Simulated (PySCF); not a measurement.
# LiO with other numerical set-ups

Which parts of the numerical set-up matter for LiO? Each run edits the base script.

Method: each script names its method and basis; program: PySCF 2.14.0.

3 further runs of the same task are left out: 3 that didn't finish.

### 1 Starting geometry

LiO: 2 atoms, charge 0, spin multiplicity 2.

Bond lengths: Li1–O2 1.753 Å.

### 2 The run that the others are compared with

input.py reads:

```python
from pyscf import gto, scf, mp

mol = gto.M(
    atom='Li 0 0 0; O 0 0 1.753',
    basis='aug-cc-pvdz',
    charge=0,
    spin=1,
    verbose=4,
)
mf = scf.UHF(mol)
mf.kernel()
mp.MP2(mf, frozen=1).kernel()
mf.dip_moment()
print('orbital energies (hartree):', [e[max(0, n-3):n+3].round(4) for e, n in zip(mf.mo_energy, mol.nelec)])
```

The run is started by

```console
> python input.py
```

The log of this run is left out.

Base result: E(SCF) = -82.293973 Eh, 10 cycles, E(MP2) − E(SCF) = -0.17338 Eh, ⟨S²⟩ = 0.760, μ = 7.10 D (of the SCF density).

The bond length is a typed value, not an optimised one.

### 3 Spin-free X2C on

Run 1 changes spin-free X2C: off → on.

input.py reads:

```python
from pyscf import gto, scf, mp

mol = gto.M(
    atom='Li 0 0 0; O 0 0 1.753',
    basis='aug-cc-pvdz',
    charge=0,
    spin=1,
    verbose=4,
)
mf = scf.UHF(mol)
mf = mf.sfx2c1e()
mf.kernel()
mp.MP2(mf, frozen=1).kernel()
mf.dip_moment()
print('orbital energies (hartree):', [e[max(0, n-3):n+3].round(4) for e, n in zip(mf.mo_energy, mol.nelec)])
```

The run is started by

```console
> python input.py
```

### 4 Cartesian functions on

Run 2 changes Cartesian functions: off → on.

input.py: that of step 2 with these lines changed.

```diff
@@ -7,2 +7,3 @@
     spin=1,
+    cart=True,
     verbose=4,
```

### 5 Jorge-dzp-dkh (X2C on)

Run 3 changes basis set: aug-cc-pvdz → jorge-dzp-dkh; spin-free X2C: off → on.

input.py: that of step 2 with these lines changed.

```diff
@@ -4,3 +4,3 @@
     atom='Li 0 0 0; O 0 0 1.753',
-    basis='aug-cc-pvdz',
+    basis='jorge-dzp-dkh',
     charge=0,
@@ -10,2 +10,3 @@
 mf = scf.UHF(mol)
+mf = mf.sfx2c1e()
 mf.kernel()
```

Q: Predict the outcome of this session. Wanted: for each run, E(SCF); from base; gap, α spin; SCF dipole; after the SCF.

**Answer**, as computed:

```tsv
run	E(SCF) (hartree)	from base (eV)	cycles	gap, α spin (eV)	SCF dipole (D)	functions	after the SCF
base	-82.293973	0	10	10.52	7.10	46	MP2 correlation -4.718 eV, core frozen
spin-free X2C on	-82.343515	-1.3481	10	10.51	7.10	46	MP2 correlation -4.718 eV, core frozen
Cartesian functions on	-82.294345	-0.0101	10	10.51	7.10	50	MP2 correlation -4.821 eV, core frozen
jorge-dzp-dkh (X2C on)	-82.345729	not comparable	10	10.54	7.30	30	MP2 correlation -4.351 eV, core frozen
```

What this shows: Of the runs whose energies can be compared, “spin-free X2C on” moves the SCF energy most (-1.348 eV). Scalar relativity lowers the total energy by 1.35 eV, nearly all of it in the inner shells; a basis contracted without relativity catches only part of it.
